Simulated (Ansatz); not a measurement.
in.yaml

```yaml
crystal:
  periodic: [false, false, false]
  atoms:
    - {symbol: H, position_ang: [0.000000, 0.000000, -0.930667]}
    - {symbol: H, position_ang: [0.000000, 0.000000, -0.039667]}
    - {symbol: F, position_ang: [0.000000, 0.000000, 0.970333]}
basis:
  gaussian: {orbitals: 6-31G}
magnetization: {spin_polarized: true, initial_magnetization: 1}
correlation: {method: ccsdtq, electrons: outside_noble_gas}
```

```sh
$ ansatz run in.yaml --threads 1 --pin off --events-out ev --progress --plain --max-ram 2393MiB
```

Log:

```
209 factors; integrals over basis functions are off by at most 6.0e-8 eV
mean field evaluation 1: about -2731.8796 eV, gradient 1.6e1 eV
mean field evaluation 2: about -2731.8835 eV, gradient 1.6e1 eV
mean field evaluation 4: about -2733.1397 eV, gradient 1.9e0 eV
mean field evaluation 8: about -2733.1797 eV, gradient 1.3e-3 eV
mean field evaluation 16: about -2733.1353 eV, gradient 1.9e0 eV
mean field evaluation 32: about -2731.1943 eV, gradient 4.0e0 eV
mean field evaluation 64: about -2730.0052 eV, gradient 1.1e-1 eV
mean field evaluation 96: about -2724.8139 eV, gradient 1.4e1 eV
mean field -2733.17970533 eV, -100.4425015550 hartree, gradient 2.4e-6 eV, S^2 0.772920; 3 other end points of the search recorded, 0 dependent functions left out
determinant -2733.17970533 eV, -100.4425015550 hartree, with singles and doubles -2736.87487767 eV, -100.5782966339 hartree
determinant -2730.00528228 eV, -100.3258436598 hartree, with singles and doubles -2732.91389759 eV, -100.4327333010 hartree
1 core orbitals not correlated: weight in the atoms' cores, before any rotation towards them, 1.000 or more for the frozen orbitals, at most 0.000 for the correlated occupied ones
reference -2733.17970533 eV, -100.4425015550 hartree; 5, 4 occupied and 7, 8 virtual orbitals, 209 factors
second order -3.52069978 eV of doubles, -0.00000000 eV of singles
cycle   1  -3.54599953 eV  change   -2.5e-2 eV  update   4.1e-2
cycle   2  -3.68893628 eV  change   -1.4e-1 eV  update   1.8e-2
cycle   3  -3.73476655 eV  change   -4.6e-2 eV  update   8.9e-3
cycle   4  -3.73291983 eV  change    1.8e-3 eV  update   2.3e-3
cycle   5  -3.73286883 eV  change    5.1e-5 eV  update   8.5e-4
cycle   6  -3.73290380 eV  change   -3.5e-5 eV  update   2.6e-4
cycle   7  -3.73285808 eV  change    4.6e-5 eV  update   9.3e-5
cycle   8  -3.73286262 eV  change   -4.5e-6 eV  update   3.7e-5
cycle   9  -3.73287860 eV  change   -1.6e-5 eV  update   1.7e-5
cycle  10  -3.73288426 eV  change   -5.7e-6 eV  update   7.8e-6
cycle  11  -3.73288142 eV  change    2.8e-6 eV  update   3.4e-6
cycle  12  -3.73288241 eV  change   -9.9e-7 eV  update   1.2e-6
cycle  13  -3.73288266 eV  change   -2.5e-7 eV  update   4.9e-7
Total energy: -2736.91258799 eV, -100.5796824625 hartree
```

For the same geometry and basis full CI lies 0.2 meV lower.

Ran on 1 thread of Intel Xeon 6975P-C, shared host: 12 s wall, 0.27 GiB peak host memory.
